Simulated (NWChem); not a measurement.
**Correlation energy of P (+1)**

```
P
```
Charge +1, spin multiplicity 3.

All runs are NWChem calculations.

Basis set: cc-pVTZ. Each correlation energy counts from its own Hartree-Fock reference.

```tsv
method	correlation energy (mHa)
URI-MP2	-62.4
UMP2	-62.4
SCS-UMP2	-65.8
CCSD on ROHF	-87.3
CCSD[T] on ROHF	-89.9
CCSD(T) on ROHF	-89.9
CCSD on UHF	-82.5
CCSD[T] on UHF	-84.8
CCSD(T) on UHF	-84.8
CCSDT on ROHF	-90.4
```

The values span 28.0 mHa, from CCSDT on ROHF (lowest) to UMP2 (highest). 

The correlated methods keep 5 core orbitals frozen. The stability of the SCF solutions was not checked. Open-shell Hartree-Fock references start from PBE0 orbitals. No row is a measurement; the coupled-cluster row has its own basis-set and correlation limits.
